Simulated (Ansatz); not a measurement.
**C₃H₅F₂ radical: small, medium and large basis sets**

The task here is to estimate one member of a computed series from the others.

Computed with Ansatz 0.2.0, Gaussian basis. Level: one geometry, several basis sets.

Plan: PBE0-D4/def2-SVP; ωB97M-V/def2-SVP; PBE0-D4/def2-QZVPP; ωB97M-V/def2-QZVPP; the functionals' def2-TZVPP values are taken from earlier runs.

## Structure used throughout

The geometry comes from an earlier relaxation with PBE0-D4 in a triple-zeta def2 set; it is a stationary point, not always the lowest conformer.

SMILES `C[C](F)CF`, 10 atoms, charge 0, spin multiplicity 2.

Atoms are counted from 1 here; the program's logs count them from 0.

Bond lengths: C1–C2 1.473 Å, C1–H6 1.099 Å, C1–H7 1.093 Å, C1–H8 1.091 Å, C2–F3 1.344 Å, C2–C4 1.466 Å, C4–F5 1.405 Å, C4–H9 1.093 Å, C4–H10 1.092 Å. Angles: C2–C1–H6 111.3°, C2–C1–H7 110.8°, C2–C1–H8 110.3°, H6–C1–H7 107.5°, H6–C1–H8 107.9°, H7–C1–H8 108.9°, C1–C2–F3 114.5°, C1–C2–C4 125.7°, F3–C2–C4 114.8°, C2–C4–F5 111.7°, C2–C4–H9 110.4°, C2–C4–H10 110.6°, F5–C4–H9 106.8°, F5–C4–H10 107.1°, H9–C4–H10 110.0°.

Set-up of the first run:

File in.yaml:

```yaml
crystal:
  periodic: [false, false, false]
  atoms:
    - {symbol: C, position_ang: [0.333498, -0.879956, 0.938751]}
    - {symbol: C, position_ang: [0.299797, -0.243914, -0.389864]}
    - {symbol: F, position_ang: [1.465364, -0.287182, -1.058170]}
    - {symbol: C, position_ang: [-0.602184, 0.836949, -0.798471]}
    - {symbol: F, position_ang: [-0.284676, 2.048770, -0.161604]}
    - {symbol: H, position_ang: [0.962597, -0.311631, 1.637408]}
    - {symbol: H, position_ang: [0.743718, -1.890996, 0.875081]}
    - {symbol: H, position_ang: [-0.671257, -0.932085, 1.359628]}
    - {symbol: H, position_ang: [-1.632634, 0.597187, -0.525450]}
    - {symbol: H, position_ang: [-0.531022, 1.011558, -1.874408]}
basis:
  gaussian: {orbitals: def2-SVP}
magnetization: {spin_polarized: true, initial_magnetization: 1}
hamiltonian: {xc: pbe0, dispersion: d4}
output: {orbitals: {seedname: orbitals}}
```

Among the steps run: PBE0-D4 in def2-SVP; ωB97M-V in def2-SVP; PBE0-D4 in def2-QZVPP; ωB97M-V in def2-QZVPP.

One table of the session follows, with a row left open; its other results are not shown here.

It belongs to the step «Density functionals: the series». 

| functional | basis | HOMO (eV) |
| --- | --- | --- |
| PBE0-D4 | def2-SVP | -6.03 |
| PBE0-D4 | def2-TZVPP | ? |
| PBE0-D4 | def2-QZVPP | -6.22 |
| ωB97M-V | def2-SVP | -8.08 |
| ωB97M-V | def2-TZVPP | -8.24 |
| ωB97M-V | def2-QZVPP | -8.29 |

Estimate the missing values for PBE0-D4, def2-TZVPP.

As computed: HOMO (eV): -6.18. In the column «HOMO (eV)» it lies between PBE0-D4, def2-QZVPP (-6.22) and PBE0-D4, def2-SVP (-6.03).
